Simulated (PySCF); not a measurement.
C₂F₄, SMILES FC(F)=C(F)F. Geometry optimised at PBE-D3(BJ)/def2-SVP.

These are PBE-D3(BJ)/def2-SVP (PySCF) values and carry that method's errors.

Harmonic wavenumbers (cm⁻¹): 189, 200, 389, 403, 478, 532, 545, 784, 1180, 1330, 1337, 1859. Rotational constants (GHz): 5.403, 3.181, 2.002; symmetry number 4.

Q: Work out the zero-point energy and the ideal-gas rigid-rotor harmonic-oscillator thermochemistry at 298.15 K and 1 atm.

A: ZPE = ½ Σ hcν = ½ × 9226 cm⁻¹ = 13.19 kcal/mol. H − E(el) = 17.14 kcal/mol. Entropy in cal/(mol K): translation 39.72, rotation 23.88, vibration 8.49, total 72.10. G − E(el) = -4.35 kcal/mol. Cp = 19.41 cal/(mol K).
